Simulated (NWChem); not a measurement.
## Correlation energy of dimethylamine (C2H7N)

```
N
H 1 1.0163
C 1 1.4397 2 110.16
H 3 1.1008 1 110.22 2 53.37
H 3 1.1033 4 107.04 1 -119.49
H 3 1.1140 4 107.82 5 -114.60
C 1 1.4397 2 110.16 3 -126.58
H 7 1.1008 1 110.22 2 -53.37
H 7 1.1033 8 107.04 1 119.49
H 7 1.1140 8 107.82 9 114.60
```
Charge 0, spin multiplicity 1.

The numbers come from NWChem runs, not from measurements. All single points use one geometry, from PBE0/def2-SVP, a minimum by its harmonic frequencies.

Basis set: 6-311G**. Each correlation energy counts from its own Hartree-Fock reference.

| method | correlation energy (mHa) | difference from CCSD(T) |
|---|---|---|
| CR-CCSD(T) | -548.2 | +3.7 |
| CR-CCSD[T] | -548.5 | +3.4 |
| SCS-MP2 | -496.9 | +55.0 |
| MP2 | -494.9 | +57.0 |
| CCSD | -535.6 | +16.3 |
| CCSD(T) | -551.9 | 0.0 |
| CCSD+T(CCSD) | -552.4 | -0.4 |

The values span 57.5 mHa, from CCSD+T(CCSD) (lowest) to MP2 (highest). 

The correlated methods keep 3 core orbitals frozen. The Pople sets run with spherical d functions. Differences from the coupled-cluster row are differences between methods, not errors against experiment.
